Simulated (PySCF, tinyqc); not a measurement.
Ways to converge the cycle: SCF convergence aids in the sto-6g basis, for CH+, spin multiplicity 1. Computed by the program tinyqc with PySCF. RHF with one setting changed at a time; a run stops when the energy changes by less than 1e-09 hartree and the error matrix is below 1e-5. The start is the Wolfsberg-Helmholz matrix. Damping d keeps d of the old density; a shift (hartree) raises the virtual levels; DIIS n extrapolates F over n matrices.

Geometry (angstrom):
```
atom       x       y       z
C     0.0000  0.0000  0.0000
H     0.0000  0.0000  0.9770
```

lowest restricted solution found by these runs and by PySCF = -37.789055 hartree

Largest element of the error matrix X^T (FDS - SDF) X:
```
iteration    plain  damping 0.3  damping 0.6  shift 0.4   DIIS 3   DIIS 8
1          2.4e-01      2.4e-01      2.4e-01    2.4e-01  2.4e-01  2.4e-01
2          6.5e-02      1.1e-01      1.6e-01    1.1e-01  6.5e-02  6.5e-02
3          1.9e-02      5.7e-02      1.2e-01    4.7e-02  8.0e-03  8.0e-03
4          5.2e-03      2.9e-02      8.4e-02    2.1e-02  3.3e-04  3.3e-04
5          1.4e-03      1.4e-02      6.0e-02    9.3e-03  1.2e-05  6.3e-06
6          3.9e-04      7.0e-03      4.3e-02    4.1e-03  1.5e-07  9.9e-08
8          2.8e-05      1.7e-03      2.2e-02    7.9e-04        -        -
10               -      4.1e-04      1.1e-02    1.5e-04        -        -
14               -      2.4e-05      2.8e-03    5.7e-06        -        -
20               -            -      3.6e-04          -        -        -
30               -            -      1.2e-05          -        -        -
```

How each run ends:
```
run          iterations  E (hartree)         state
plain                 9   -37.789055  lowest found
damping 0.3          18   -37.789055  lowest found
damping 0.6          37   -37.789055  lowest found
shift 0.4            14   -37.789055  lowest found
DIIS 3                6   -37.789055  lowest found
DIIS 8                6   -37.789055  lowest found
```

What does the comparison show, and why?

6 of 6 runs reach the lowest restricted solution found, in 6 to 37 iterations (fastest: DIIS 3, DIIS 8). Plain steps already contract here, so damping only slows them. DIIS 3 and DIIS 8 gain by cancelling the error over several earlier matrices, much as a quasi-Newton step does. The restricted reference is unstable here: a spin-polarised solution lies 0.0154 hartree lower (PySCF), so results built on it describe a poor reference.
